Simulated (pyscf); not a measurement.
**Four-centre exchange: `[FH]` + `[F][SiH]([F])[F]` -> `[F][SiH]([F])[F]` + `[FH]`**

Gas phase, singlet surface, charge 0. Bonds broken: F1–H7, Si2–F6. Bonds formed: F1–Si2, F6–H7. PySCF, gas phase, ωB97X-D3(BJ)/def2-SVP geometries. MP2 and CC: frozen core, UHF for open shells. ΔMP2 is the change of the MP2 total energy from the triple- to the quadruple-zeta basis.

Transition state (Å):

```xyz
7

F      0.3482    -0.3575     0.4934
Si    -1.3785    -0.1469    -0.0520
F     -1.3897    -1.5575    -0.8213
F     -2.6008     0.6457    -0.7603
H     -1.8019    -0.0702     1.3497
F     -0.2299     0.9667    -1.0560
H      0.4934     0.4721    -0.4357
```

One imaginary mode, 511i cm⁻¹; descent along it reached the two sides named.

```
bond    change  reactant side (Å)  saddle  product side
------  ------  -----------------  ------  ------------
F1–H7   breaks              0.929   1.254         1.953
Si2–F6  breaks              1.621   1.889           3.0
F1–Si2   forms                2.8   1.823         1.620
F6–H7    forms              2.029   1.074         0.927
```

Electronic energies relative to the separated reactants (kcal/mol):

```csv
level,barrier,reaction energy,reverse barrier
ωB97X-D3(BJ)/def2-TZVP,26.7,0.0,26.7
PBE/def2-TZVP,22.3,0.0,22.3
r²SCAN/def2-TZVP,23.4,0.0,23.4
B3LYP-D3(BJ)/def2-TZVP,27.0,0.0,27.0
PBE0-D3(BJ)/def2-TZVP,25.1,0.0,25.1
M06-2X/def2-TZVP,26.4,0.0,26.4
ωB97M-D3(BJ)/def2-TZVP,26.1,0.0,26.1
HF/def2-TZVP,43.3,0.0,43.3
MP2/def2-QZVPP,29.0,0.0,29.0
CCSD/def2-TZVPP,31.6,0.0,31.6
CCSD(T)/def2-TZVPP,29.2,0.0,29.2
CCSD(T)/def2-TZVPP + ΔMP2(QZVPP),29.5,0.0,29.5
```

With CCSD(T)/def2-TZVPP + ΔMP2(QZVPP) energies and thermal terms (ideal gas, 1 atm, RRHO with modes under 100 cm⁻¹ raised to 100, one conformer, R ln 2 for chiral ones without a mode under 150 cm⁻¹), in kcal/mol:

```tsv
T (K)	ΔH‡	ΔG‡	ΔH	ΔG
298	28.9	38.7	0.0	0.0
600	28.4	48.9	0.0	0.0
900	28.5	59.1	0.0	0.0
1200	28.9	69.3	0.0	0.0
```

This is the saddle that the search found; another between the same sides may lie lower. The CCSD(T) − MP2 part came from Ansatz, without density fitting, on the same reference.
